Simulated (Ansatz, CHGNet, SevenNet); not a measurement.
Elastic constant C11 (GPa) of solids drawn from the class of alkali halides, from the machine-learned potential CHGNet 0.3.0 (trained on PBE and PBE+U data); the machine-learned potential CHGNet-r²SCAN (trained on r²SCAN data); the machine-learned potential SevenNet-0 (trained on PBE and PBE+U data); the machine-learned potential SevenNet-l3i5 (trained on PBE and PBE+U data); PBE (Ansatz, a first-principles code, PAW); r²SCAN in Ansatz (PAW).

| solid | CHGNet 0.3.0 | CHGNet-r²SCAN | SevenNet-0 | SevenNet-l3i5 | PBE | r²SCAN |
|---|---|---|---|---|---|---|
| rock-salt KCl | 34.5 | 39.7 | 33.1 | 31.8 | 36.1 | … |
| rock-salt LiCl | 62.7 | 54.4 | 66.4 | 51.7 | 51.6 | … |
| rock-salt KF | 43.9 | 61.1 | 49.0 | 61.4 | 58.7 | 76.9 |
| rock-salt LiF | 93.7 | 113 | 76.5 | 99.7 | 108 | 138 |
| rock-salt NaI | 21.0 | 17.5 | 30.1 | 28.0 | 29.5 | 35.5 |
| rock-salt KI | 18.8 | 20.4 | 25.6 | 22.8 | 24.1 | 30.4 |
| rock-salt KBr | 31.0 | 26.0 | 20.2 | 29.7 | 30.3 | 38.6 |

Complete the blanks.


- rock-salt KCl, r²SCAN: 45.9
- rock-salt LiCl, r²SCAN: 60.6

The levels part most in proportion for rock-salt NaI (17.5 to 35.5 GPa) and least for rock-salt LiCl (51.6 to 66.4 GPa).

Each level is taken at its own relaxed cell. Ansatz's density-functional and Hartree–Fock values are scalar-relativistic unless marked +SOC, with PAW data made under PBE.

Machine-learned potentials (CHGNet 0.3.0, CHGNet-r²SCAN, SevenNet-0, SevenNet-l3i5) are trained on DFT data: a solid inside that data is no test of them.
